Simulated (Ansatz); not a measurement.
# CH5AlS (SMILES [CH3][AlH][SH]): a rigid scan of the bond length C1–H6

Aim: the energy along the bond length C1–H6, from CCSD(T) and from cheaper methods, relative to the minimum. All other internal coordinates keep their values.

The runs use Ansatz 0.2.0, Gaussian basis; single points in def2-TZVPP.

Levels: PBE-D4, r2SCAN-D4, PBE0-D4, B3LYP-D4, wB97M-V, Hartree-Fock, MP2, CCSD, CCSD(T). The scan takes 0.942, 0.974, 1.021, 1.076, 1.137, 1.203, 1.273, 1.347, 1.423 Å.

Cores are frozen in the correlated methods. B3LYP uses VWN-RPA correlation.

## 1. The system as given

The minimum, relaxed at PBE0-D4: SMILES `[CH3][AlH][SH]`, 8 atoms, charge 0, spin multiplicity 1.

Atoms are counted from 1 here; the program's logs count them from 0.

Bond lengths: C1–Al2 1.943 Å, C1–H4 1.095 Å, C1–H5 1.092 Å, C1–H6 1.095 Å, Al2–S3 2.188 Å, Al2–H7 1.585 Å, S3–H8 1.344 Å. Angles: Al2–C1–H4 110.7°, Al2–C1–H5 112.5°, Al2–C1–H6 110.8°, H4–C1–H5 107.9°, H4–C1–H6 106.6°, H5–C1–H6 108.0°, C1–Al2–S3 118.2°, C1–Al2–H7 124.4°, S3–Al2–H7 117.4°, Al2–S3–H8 93.8°.

Geometry (Å):

```mol
CH5AlS
  3D, bonds by distance, orders not assigned

  8  7  0  0  0  0  0  0  0  0999 V2000
   -0.7290    1.0667   -0.4179 C   0  0
    0.5715   -0.3266   -0.0379 Al  0  0
   -0.0037   -1.9332    1.3319 S   0  0
   -0.3428    2.0483   -0.1243 H   0  0
   -1.6763    0.9086    0.1024 H   0  0
   -0.9380    1.1213   -1.4912 H   0  0
    2.0302   -0.3812   -0.6543 H   0  0
    1.1803   -2.5609    1.2355 H   0  0
  1  2  8  0
  1  4  8  0
  1  5  8  0
  1  6  8  0
  2  3  8  0
  2  7  8  0
  3  8  8  0
M  END
```

Energies of the minimum (eV), from earlier single points: PBE-D4 -18543.13790, r2SCAN-D4 -18551.00214, PBE0-D4 -18544.94140, B3LYP-D4 -18554.69939, wB97M-V -18551.23641, CCSD(T) -18525.94086.

At the minimum the bond length C1–H6 is 1.095 Å.

## 2. C1–H6 = 0.942 Å

ccsdt-tzvpp/in.yaml reads:

```yaml
crystal:
  periodic: [false, false, false]
  atoms:
    - {symbol: C, position_ang: [-0.729037, 1.066682, -0.417875]}
    - {symbol: Al, position_ang: [0.571500, -0.326575, -0.037903]}
    - {symbol: S, position_ang: [-0.003731, -1.933243, 1.331902]}
    - {symbol: H, position_ang: [-0.342770, 2.048268, -0.124316]}
    - {symbol: H, position_ang: [-1.676349, 0.908561, 0.102414]}
    - {symbol: H, position_ang: [-0.908863, 1.113677, -1.341356]}
    - {symbol: H, position_ang: [2.030232, -0.381199, -0.654312]}
    - {symbol: H, position_ang: [1.180296, -2.560898, 1.235491]}
basis:
  gaussian: {orbitals: def2-TZVPP}
correlation: {method: ccsd_t}
```

No record of the launch command was kept for these runs.

Further steps of the session: C1–H6 = 0.974 Å; C1–H6 = 1.021 Å; C1–H6 = 1.076 Å; C1–H6 = 1.137 Å; C1–H6 = 1.203 Å; C1–H6 = 1.273 Å; C1–H6 = 1.347 Å; C1–H6 = 1.423 Å.

**Question.** What will these runs give? Wanted: highest point, CCSD(T); lowest point, CCSD(T); minimum along the scan, CCSD(T); RMS deviation from CCSD(T); largest T1 diagnostic.

The runs gave:

| quantity | value |
| --- | --- |
| highest point, CCSD(T) | 0.983 eV at 1.423 Å |
| lowest point, CCSD(T) | 0.000 eV at 1.095 Å |
| minimum along the scan, CCSD(T) | 1.094 Å |
| curvature there | 32.9 eV/Å² |
| RMS deviation from CCSD(T) | PBE-D4 0.035, r2SCAN-D4 0.004, PBE0-D4 0.009, B3LYP-D4 0.007, wB97M-V 0.017, Hartree-Fock 0.058, MP2 0.030, CCSD 0.011 eV |
| largest T1 diagnostic | 0.011 |

A polynomial through the near points puts the CCSD(T) minimum 0.001 Å below the PBE0-D4 value. The third derivative is negative, the usual anharmonicity of a bond. Curvature against CCSD(T): PBE-D4 -4 %, Hartree-Fock +7 %. Best along the scan: r2SCAN-D4. Worst: Hartree-Fock.
